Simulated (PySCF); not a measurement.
# C5H7F: the cost of one run

Computed with PySCF 2.14.0, with density-fitted response routines of our own, on a single molecule in the gas phase. Atoms count from 0, in the outputs and in this text.

## 1. The molecule as given

13 atoms, charge 0, multiplicity 1; geometry from: GFN2-xTB. The atoms were then displaced at random by about 0.01 Å, so the start is not that level's minimum.

Bonds of the start (Å): C0–C1 1.32, C1–C2 1.31, C2–C3 1.46, C3–C4 1.55, C3–F5 1.41, C0–H6 1.09, C0–H7 1.05, C2–H8 1.11, C3–H9 1.07, C4–H10 1.11, C4–H11 1.07, C4–H12 1.06.

## 2. Optimising the geometry at PBE0-D3(BJ)/def2-SVP

What the job is given:

```
{"job": {"xc": "PBE0", "basis": "def2-SVP", "d3": "d3bj", "grid": 1, "shake": 0.01, "kind": "geom"}, "charge": 0, "multiplicity": 1}
C      2.734050    -0.321140    -0.094560
C      1.516560     0.066900     0.241650
C      0.295940     0.417160     0.560510
C     -0.782120     0.520560    -0.420280
C     -1.920850    -0.492390    -0.119000
F     -1.359860     1.801350    -0.354480
H      3.472460     0.419160    -0.392550
H      3.029330    -1.325690    -0.098010
H      0.059520     0.673210     1.609790
H     -0.450390     0.399450    -1.433850
H     -2.297270    -0.332730     0.911130
H     -2.736210    -0.357360    -0.799880
H     -1.555340    -1.485370    -0.204530
```

On the command line:

```console
$ OMP_NUM_THREADS=1 python probes_run.py task.json out
```

This one command runs all jobs of the session in turn.

**Question.** How long does this first job take on 1 thread of Arm Neoverse V2, shared host, and how much memory does it need?

About 31 s, with a peak of 0.51 GiB.
